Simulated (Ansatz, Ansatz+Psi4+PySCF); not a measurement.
| atom | x (Å) | y (Å) | z (Å) |
| --- | --- | --- | --- |
| C | 0.0000 | 0.0000 | 0.7722 |
| C | 0.0000 | 0.0000 | -0.7722 |
| H | 0.0000 | 1.0190 | 1.1672 |
| H | -0.8824 | -0.5095 | 1.1672 |
| H | 0.8824 | -0.5095 | 1.1672 |
| H | 0.0000 | -1.0190 | -1.1672 |
| H | -0.8824 | 0.5095 | -1.1672 |
| H | 0.8824 | 0.5095 | -1.1672 |

Basis set: cc-pVTZ (spherical functions). Left uncorrelated: 2 orbitals. Charge 0, multiplicity 1.

Computed with Ansatz (development build ahead of 0.2.0); each method stands on the lowest determinant of its kind that the runs found. Restricted open shells among the atoms or ions are ROHF, correlated in semicanonical orbitals with singles.

(1) Give the atomization energy at this shape (free ground-state atoms in the same class of orbitals less the molecule, no zero-point energy) of singlet C2H6 by RHF-MP2, RHF.

Results:

(1)

```
 method  atomization energy
RHF-MP2     699.06 kcal/mol
    RHF     556.74 kcal/mol
```
